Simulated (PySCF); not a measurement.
Species: C4H6S.
Numbering: `[CH2:1]=[CH:2][C:3]([CH3:4])=[S:5]` (hydrogens: H6, H7 on C1; H8 on C2; H9, H10, H11 on C4)

Method used: EOM-IP-CCSD/aug-cc-pVDZ in PySCF, restricted Hartree–Fock reference, 9 core orbitals frozen, non-relativistic, gas phase, PBE0-D3(BJ)/def2-SVP geometry.

Hartree–Fock orbital energies give these Koopmans values (eV): HOMO 9.20, HOMO-1 9.61, HOMO-2 12.10, HOMO-3 13.61, HOMO-4 14.23, HOMO-5 15.55, HOMO-6 16.15, HOMO-7 17.29.

What vertical ionisation energies does EOM-IP-CCSD give?

```csv
leading hole (HF orbital),Koopmans (eV),EOM-IP-CCSD (eV),change (eV),one-hole share
HOMO,9.20,8.45,-0.75,0.94
HOMO-1,9.61,9.72,+0.11,0.95
HOMO-2,12.10,11.68,-0.42,0.93
HOMO-3,13.61,12.47,-1.14,0.95
HOMO-4,14.23,12.83,-1.40,0.95
HOMO-5,15.55,14.25,-1.30,0.95
HOMO-6,16.15,15.01,-1.14,0.93
HOMO-7,17.29,15.41,-1.88,0.76
```

Does the order of the lines follow the orbital energies?

Yes, no two lines change places. The corrections run from -1.88 to +0.11 eV, with a mean of -0.99 eV over the 8 lines; EOM-IP-CCSD lies above the Koopmans value for HOMO-1.

At what kinetic energies would He II light (40.81 eV) eject these electrons?

32.36 eV (HOMO), 31.09 eV (HOMO-1), 29.13 eV (HOMO-2), 28.34 eV (HOMO-3), 27.98 eV (HOMO-4), 26.56 eV (HOMO-5), 25.80 eV (HOMO-6), 25.40 eV (HOMO-7).

One root was sought for each valence orbital with −ε under 21 eV, eight at most, so deeper holes and satellites are missing; no vibrational structure.

Shape of the structure used: `[CH2:1]=[CH:2][C:3]([CH3:4])=[S:5]`: C1–C2–C3–C4 0°.

One conformer stands for the species.
